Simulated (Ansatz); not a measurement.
Start from `O[SiH]` and change one atom or group to get `[SiH]O[SiH3]`.

Ansatz, PBE0-D4/def2-TZVP geometries, multiplicity 1. 

```json
{"property": "HOMO–LUMO gap (PBE0/def2-TZVPP) / eV", "`O[SiH]`": "4.42"}
{"property": "HOMO energy (ωB97M-V/def2-TZVPP) / eV", "`O[SiH]`": "-8.58"}
{"property": "LUMO energy (ωB97M-V/def2-TZVPP) / eV", "`O[SiH]`": "-0.04"}
{"property": "LUMO energy (PBE0/def2-TZVPP) / eV", "`O[SiH]`": "-2.06"}
{"property": "LUMO energy (B3LYP/def2-TZVPP) / eV", "`O[SiH]`": "-2.25"}
{"property": "HOMO energy (PBE/def2-TZVPP) / eV", "`O[SiH]`": "-5.36"}
```

Question: What does the change do to each property? (Best estimate.)

Answer: Ansatz gave: 
```tsv
property	`[SiH]O[SiH3]`	shift
HOMO–LUMO gap (PBE0/def2-TZVPP) / eV	4.33	-0.09
HOMO energy (ωB97M-V/def2-TZVPP) / eV	-8.67	-0.09
LUMO energy (ωB97M-V/def2-TZVPP) / eV	-0.23	-0.19
LUMO energy (PBE0/def2-TZVPP) / eV	-2.23	-0.17
LUMO energy (B3LYP/def2-TZVPP) / eV	-2.41	-0.16
HOMO energy (PBE/def2-TZVPP) / eV	-5.47	-0.11
```

With PBE0 the HOMO falls by 0.09 eV and the LUMO falls by 0.17 eV, so the gap narrows by about 0.08 eV. PBE moves the HOMO by -0.11 eV and ωB97M-V by -0.09 eV. The zero-point energy changes by 40.5 kJ/mol with +9 modes.

B3LYP here is the variant with VWN-RPA as its local correlation; programs differ in this.
